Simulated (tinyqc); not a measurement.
Inside a calculation. Method: RKS/exchange-only LDA in the sto-3g basis, for CH2, spin multiplicity 1. One step of it, computed by the program tinyqc.

Question. Orthogonalisation. S = U s U^T; canonical form X = U s^(-1/2), so that X^T S X = 1. Each column of U has its largest component positive (the first on a tie).

overlap S:
```
           1C 1s     1C 2s    1C 2px     1C 2py    1C 2pz     2H 1s      3H 1s
1C 1s   1.000000  0.248362  0.000000   0.000000  0.000000  0.065382   0.061990
1C 2s   0.248362  1.000000  0.000000   0.000000  0.000000  0.502811   0.489622
1C 2px  0.000000  0.000000  1.000000   0.000000  0.000000  0.000000   0.000000
1C 2py  0.000000  0.000000  0.000000   1.000000  0.000000  0.408601  -0.402089
1C 2pz  0.000000  0.000000  0.000000   0.000000  1.000000  0.240902   0.236724
2H 1s   0.065382  0.502811  0.000000   0.408601  0.240902  1.000000   0.148886
3H 1s   0.061990  0.489622  0.000000  -0.402089  0.236724  0.148886   1.000000
```

Give: eigenvalues of S; X.

Answer.

eigenvalues of S: 0.2751  0.3482  0.8767  1.0000  1.0866  1.5035  1.9099

X:
```
              1        2        3       4        5        6       7
1C 1s   -0.2895   0.0320   0.7864  0.0000  -0.5900  -0.0030  0.1714
1C 2s    1.2927  -0.1111  -0.3093  0.0000  -0.2694  -0.0072  0.4420
1C 2px   0.0000   0.0000   0.0000  1.0000   0.0000   0.0000  0.0000
1C 2py   0.1209   1.1133  -0.0013  0.0000   0.0029   0.6126  0.0085
1C 2pz   0.5741  -0.0506   0.6135  0.0000   0.6847  -0.0044  0.1902
2H 1s   -0.9715  -0.8189  -0.1569  0.0000   0.1235   0.3726  0.3690
3H 1s   -0.7693   0.9726  -0.1599  0.0000   0.1248  -0.3885  0.3556
```
